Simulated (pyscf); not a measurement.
Single points on ωB97X-D3(BJ)/def2-SVP structures (PySCF, gas phase).

Estimate the classical barrier height and the reaction energy of `[Cl][SiH2][SiH]([Cl])[Cl]` -> `[Cl][SiH]([Cl])[Cl]` + `[SiH2]` [singlet] at ωB97M-D3(BJ)/def2-TZVP. The step runs on the singlet surface, breaks Si–Si, Cl–Si and forms Cl–Si; take the reactant's lowest minimum found as zero.

ΔE‡ = 49.5 kcal/mol, ΔE = +51.6 kcal/mol. Zero-point energy shifts the barrier by -1.3 kcal/mol. It is a 1,1-elimination, with an imaginary mode of 169i cm⁻¹. On the product side the descent ends in a bound adduct, 9.9 kcal/mol under the separated species and 2.5 kcal/mol under the saddle at ωB97X-D3(BJ)/def2-TZVP. At ωB97M-D3(BJ) the saddle lies under the separated products, which points to a path from their complex (located at ωB97X-D3(BJ) alone), and parting the products costs more than the saddle. At ωB97X-D3(BJ) the barrier from the zero used here is 53.7 kcal/mol. This is the saddle that the search found; another between the same sides may lie lower.
